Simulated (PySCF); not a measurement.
## Potential energy of AlO along the bond

Set-up: PySCF, no relativity, basis sets Al cc-pV(D+d)Z, O cc-pVDZ. Energies in eV from Al + O in their ground configurations at the same level. State: ²Σ⁺ (doublet), unpaired electrons σ ↑.

All columns are PBE0. A positive dipole means Al(−)O(+).

```csv
R (Å),E (eV),μ (D),Mulliken charge on Al (basis-dependent),HOMO (eV),LUMO (eV),Mayer bond order,⟨S²⟩
1.407,-3.501,-3.83,0.55,-7.51,-4.09,2.21,0.76
1.472,-4.247,-3.89,0.52,-7.60,-4.16,2.21,0.76
1.538,-4.646,-3.92,0.50,-7.67,-4.21,2.18,0.76
1.587,-4.782,-3.91,0.49,-7.71,-4.23,2.15,0.76
1.636,-4.814,-3.88,0.48,-7.75,-4.24,2.09,0.76
1.685,-4.769,-3.84,0.47,-7.67,-4.23,2.03,0.76
1.750,-4.627,-3.78,0.46,-7.53,-4.18,1.92,0.77
1.832,-4.366,-3.72,0.45,-7.36,-4.08,1.76,0.77
1.931,-3.990,-3.73,0.44,-7.13,-3.91,1.58,0.78
2.061,-3.452,-3.90,0.44,-6.80,-3.64,1.37,0.78
```

A fit through these points gives, at Re = 1.630 Å, μ = -3.89 D and dμ/dR = 0.701 D/Å; the reduced mass is 10.04 u.

Task: How strong is the fundamental in the double-harmonic approximation, I = 42.26·(dμ/dR)²/μred km/mol?

Result: I = 42.26·(0.701)²/10.04 = 2.07 km/mol at PBE0.

The state was picked by a PBE0 search and need not be the measured ground state.
